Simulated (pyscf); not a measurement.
# Four-centre exchange: F–B(F)–F (SMILES FB(F)F) + CH₄ (SMILES C) → H₃C–F (SMILES CF) + F–BH–F (SMILES FBF)

Gas phase, singlet surface, charge 0. Bonds broken: F1–B2, C5–H6. Bonds formed: F1–C5, B2–H6. Structures and frequencies: ωB97X-D3(BJ)/def2-SVP in PySCF. Correlated levels are frozen-core, on RHF or UHF. ΔMP2 is the change of the MP2 total energy from the triple- to the quadruple-zeta basis.

Transition state (Å):

```xyz
9

F     -0.1252     1.5082     0.7894
B      0.5087     0.5554    -0.1716
F      1.8560     0.6473    -0.0894
F     -0.0377     0.7224    -1.4015
C     -1.1061     0.0383     1.5510
H      0.0804    -0.5317     0.3736
H     -1.7702    -0.4682     0.8480
H     -0.4913    -0.6048     2.1831
H     -1.5423     0.9036     2.0548
```

One imaginary mode, 931i cm⁻¹; descent along it reached the two sides named.

```tsv
bond	change	reactant side (Å)	saddle	product side
F1–B2	breaks	1.317	1.494	2.282
C5–H6	breaks	1.101	1.766	3.5
F1–C5	forms	3.3	1.924	1.390
B2–H6	forms	2.8	1.289	1.202
```

Electronic energies relative to the separated reactants (eV):

```
level                             barrier  reaction energy  reverse barrier
--------------------------------  -------  ---------------  ---------------
ωB97X-D3(BJ)/def2-TZVP               4.42            +2.38             2.03
PBE/def2-TZVP                        4.04            +2.37             1.66
r²SCAN/def2-TZVP                     4.22            +2.51             1.71
B3LYP-D3(BJ)/def2-TZVP               4.29            +2.40             1.89
PBE0-D3(BJ)/def2-TZVP                4.33            +2.43             1.90
M06-2X/def2-TZVP                     4.56            +2.49             2.07
ωB97M-D3(BJ)/def2-TZVP               4.40            +2.45             1.95
HF/def2-TZVP                         5.12            +2.45             2.67
MP2/def2-QZVPP                       4.72            +2.54             2.18
CCSD/def2-TZVPP                      4.70            +2.49             2.21
CCSD(T)/def2-TZVPP                   4.56            +2.48             2.08
CCSD(T)/def2-TZVPP + ΔMP2(QZVPP)     4.55            +2.47             2.08
```

With CCSD(T)/def2-TZVPP + ΔMP2(QZVPP) energies and thermal terms (ideal gas, 1 atm, RRHO with modes under 100 cm⁻¹ raised to 100, one conformer, R ln 2 for chiral ones without a mode under 150 cm⁻¹), in eV:

| T (K) | ΔH‡ | ΔG‡ | ΔH | ΔG |
|---|---|---|---|---|
| 298 | 4.52 | 4.90 | +2.47 | +2.39 |
| 600 | 4.54 | 5.28 | +2.45 | +2.31 |
| 900 | 4.57 | 5.64 | +2.45 | +2.24 |
| 1200 | 4.60 | 5.99 | +2.45 | +2.18 |

The same reactants have a lower exit, to HF + H₃C–B(F)–F (barrier +2.49 eV at ωB97M-D3(BJ), against +4.40 eV here). This is the saddle that the search found; another between the same sides may lie lower. The CCSD(T) − MP2 part came from Ansatz, without density fitting, on the same reference.
